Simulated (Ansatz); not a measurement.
A calculation with Ansatz (development build ahead of 0.2.0).

```yaml
crystal:
  periodic: [false, false, false]
  atoms:
    - { symbol: O, position_ang: [0.0, 0.0, 0.677] }
    - { symbol: F, position_ang: [0.0, 0.0, -0.677] }
basis:
  gaussian: { orbitals: STO-3G }
magnetization:
  spin_polarized: true
  initial_magnetization: 1
hamiltonian:
  xc: hf
correlation:
  method: ccsd_t
  frozen_orbitals: { F: 1, O: 1 }
```

The input is written out in the form of the current development build from the run's settings.

Output:

| Item | Value |
| --- | --- |
| Converged | yes |
| Reference energy | -171.80223 hartree |
| CCSD correlation energy | -0.06427 hartree |
| Triples correction | -0.00103 hartree |
| Total energy | -171.86752 hartree |
| Spin squared of the determinant | 0.776 |
